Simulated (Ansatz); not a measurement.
## Low-lying states of O2

Program: Ansatz, Gaussian basis, development build. State-averaged CASSCF with equal weights; occupations are averaged over the states; levels count from the state that is lowest in CASSCF. CASSCF levels without dynamic correlation can be off by over 1 eV. No symmetry is imposed, so a solution can break that of the shape. No proof that the lowest CASSCF solution was found. The average may hold one member of a degenerate pair alone.

Geometry: bond length 1.3310 Å.

Basis cc-pVDZ, nonrelativistic, 2 orbitals frozen in the corrections; active space CAS(4,3). Averaged: 1 singlet, 1 triplet.

(1) Give the levels in order, with their spins.

Same geometry.

Basis cc-pVDZ, nonrelativistic, 2 orbitals frozen in the corrections; active space CAS(4,3). Averaged: 3 triplets.

(2) Give the levels in order.

Results:

(1) 

```json
{"state": "singlet", "CASSCF (eV)": "0.000"}
{"state": "triplet", "CASSCF (eV)": "0.240"}
```

Occupations: 1.81, 1.50, 0.69.

(2) 

| state | CASSCF (eV) |
| --- | --- |
| triplet | 0.000 |
| triplet | 1.844 |
| triplet | 6.311 |

Occupations: 1.33, 1.33, 1.33.
